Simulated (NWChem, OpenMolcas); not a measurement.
C2H3F3 (1,1,1-trifluoroethane): methods side by side

The species is C2H3F3 (8 atoms), meant as a singlet with charge 0. As SMILES, `CC(F)(F)F`. Geometry: relaxed at PBE0-D4/def2-TZVP.

| atom | x (Å) | y (Å) | z (Å) |
| --- | --- | --- | --- |
| C | -0.6154 | -0.1415 | 0.4715 |
| C | 0.5576 | 0.1099 | -0.4237 |
| F | 1.6928 | -0.3820 | 0.0939 |
| F | 0.3952 | -0.4582 | -1.6277 |
| F | 0.7542 | 1.4203 | -0.6299 |
| H | -0.4416 | 0.3358 | 1.4349 |
| H | -0.7380 | -1.2146 | 0.6112 |
| H | -1.5126 | 0.2731 | 0.0140 |

Quantity: the energy change with the C1–C2 bond stretched from 1.497 to 2.245 Å, in eV. The values are calculated.

| level | kind | program | value (eV) | less CCSD(T)/cc-pVDZ | CPU time (all runs) |
| --- | --- | --- | --- | --- | --- |
| HF/cc-pVDZ (restricted) | Hartree–Fock | NWChem | 3.38 | +0.67 | 44 s |
| SVWN5/cc-pVDZ (restricted) | LDA | NWChem | 2.82 | +0.11 | 58 s |
| BLYP/cc-pVDZ (restricted) | GGA | OpenMolcas | 2.30 | -0.41 | 60 s |
| r2SCAN/cc-pVDZ (restricted) | meta-GGA | OpenMolcas | 2.74 | +0.03 | 85 s |
| BHLYP/cc-pVDZ (restricted) | global hybrid | NWChem | 3.12 | +0.41 | 62 s |
| CAM-B3LYP/cc-pVDZ (restricted) | range-separated hybrid | NWChem | 2.93 | +0.22 | 96 s |
| MP2/cc-pVDZ (restricted) | perturbation theory | NWChem | 2.95 | +0.24 | 90 s |
| MP3/cc-pVDZ (restricted) | perturbation theory | NWChem | 2.95 | +0.24 | 82 s |
| CCSD(T)/cc-pVDZ (restricted) | coupled cluster or CI | NWChem | 2.71 | 0.00 | 6.2 min |

CCSD(T)/cc-pVDZ (restricted) is the highest level here, not the true value. The first shape isn't each level's own minimum. The values span 2.30 to 3.38 eV. Times are those of the runs behind each value, whatever else they computed, on shared processors of several kinds: orders of magnitude only.
